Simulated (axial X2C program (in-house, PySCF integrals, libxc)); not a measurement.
Correcting the dissociation energy of Cl₂ for spin–orbit coupling

A spin-free PBE0 curve (one-electron X2C) was computed with an in-house all-electron X2C program for linear molecules (integrals from PySCF), basis Cl dyall-v2z [6s6p1d] (cores contracted in-house), for the state M_S = 0, Λ = 0 (closed shell). It gives D0 = 2.254 eV to Cl + Cl, which in a spin-free picture are the weighted means of the ground terms.

Measured levels of the ground terms (NIST Handbook of Basic Atomic Spectroscopic Data), in cm⁻¹: Cl 2P: J = 3/2 at 0, J = 1/2 at 882.4.

The molecular state has Λ = 0, so it has no first-order lowering.

(1) How far does each ground level lie under the (2J+1)-weighted mean of its term?

(2) Correct D0.

Second-order spin–orbit effects in the molecule, which grow quickly with Z, are left out. Occupations by symmetry block were frozen at the best pattern of an incomplete PBE0 search. De is counted from the lowest determinant-based energies of the atoms at the same level, without counterpoise correction.

Results:

(1) Cl: (4 × 0 + 2 × 882.4)/6 = 294 cm⁻¹, counted twice.

(2) D0 = 2.254 + (0 − 588)/8065.5 = 2.181 eV at PBE0 with these spin–orbit terms.
